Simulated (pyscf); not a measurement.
Routes from Cl–GaH₂ (SMILES [Cl][GaH2]) + H₂C=CH₂ (SMILES C=C)

Candidate steps break at most two bonds and form at most two. Each was searched with GFN2-xTB (tblite) first. Structures and frequencies: ωB97X-D3(BJ)/def2-SVP in PySCF. Energies: ωB97M-D3(BJ)/def2-TZVP, kcal/mol, from the separated reactants, singlet surface.

```csv
products,type,ΔE‡,ΔE,ΔG‡ 298 K,ΔG‡ 900 K,ν‡ (cm⁻¹)
H₃C–CH₂–GaH–Cl,addition across a multiple bond or ene-type step,11.0,-31.9,23.1,45.5,867i
Cl–CH₂–CH₂–GaH₂,addition across a multiple bond or ene-type step,17.1,+11.4,29.3,51.8,353i
```

Row 1: On the reactant side the descent ends in a bound adduct, 12.9 kcal/mol under the separated species and 20.4 kcal/mol under the saddle at ωB97X-D3(BJ)/def2-TZVP. Row 2: On the reactant side the descent ends in a bound adduct, 11.2 kcal/mol under the separated species and 25.0 kcal/mol under the saddle at ωB97X-D3(BJ)/def2-TZVP. 

Plain bond fissions and candidates not yet searched are not listed, and one of them may be faster. Each barrier is that of the saddle found; lower ones may exist. Elements up to Kr have no core potential and no relativistic terms here.
